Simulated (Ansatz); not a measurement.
Computed with Ansatz on PBE0-D4/def2-TZVP structures; ΔE is electronic, products minus reactants. CBS: MP2 limit from def2 TZ/QZ plus the TZ coupled-cluster correction, frozen cores. This one scheme is used for every species, atoms too. DFT in def2-TZVPP. Open shells (•) are unrestricted, without spin–orbit coupling. Spin–orbit coupling would lower the free atoms: a little for C, O. Each species was taken in one conformer, which may not be the lowest.

Reaction (atomization): `OC(O)(O)O` → C• + 4 H• + 4 O•

| level | ΔE (kJ/mol) | difference from CCSD(T)/CBS |
| --- | --- | --- |
| BLYP-D4 | 3543.6 | -8.7 |
| r2SCAN-D4 | 3547.9 | -4.4 |
| r2SCANh-D4 | 3503.1 | -49.2 |
| r2SCAN0-D4 | 3438.1 | -114.2 |
| ωB97X-V | 3541.7 | -10.6 |
| PBE-QIDH | 3489.1 | -63.2 |
| PBE | 3647.8 | 95.5 |
| CCSD/def2-SVP | 3277.2 | -275.1 |
| CCSD(T)/def2-SVP | 3320.2 | -232.1 |
| HF/def2-TZVPP | 2282.0 | -1270.3 |
| MP2/def2-TZVPP | 3562.7 | 10.4 |
| SCS-MP2/def2-TZVPP | 3502.7 | -49.6 |
| CCSD(T)/def2-TZVPP | 3436.4 | -115.9 |
| MP2/def2-QZVPP | 3630.7 | 78.4 |
| SCS-MP2/def2-QZVPP | 3578.1 | 25.8 |
| MP2/CBS(def2) | 3678.7 | 126.4 |
| CCSD(T)/CBS | 3552.3 | 0 |

Largest T1 diagnostic among the species: 0.011.

In def2-TZVPP, CCSD(T) changes the Hartree–Fock value by +1154.4 kJ/mol (the triples alone add +73.7 kJ/mol) and MP2 by +1280.7 kJ/mol; breaking electron pairs costs correlation energy, which Hartree–Fock lacks. From BLYP to BHLYP (50 % exact exchange), in def2-TZVPP and without D4, ΔE moves by −209.1 kJ/mol: exact exchange takes away binding that semilocal exchange gives to molecules.

For atomizations the MP2-based limit and the directly extrapolated one differ by several kJ/mol either way, and by 10 to 25 for some Ge, Se and Sn compounds, so smaller differences from it don't rank the levels.
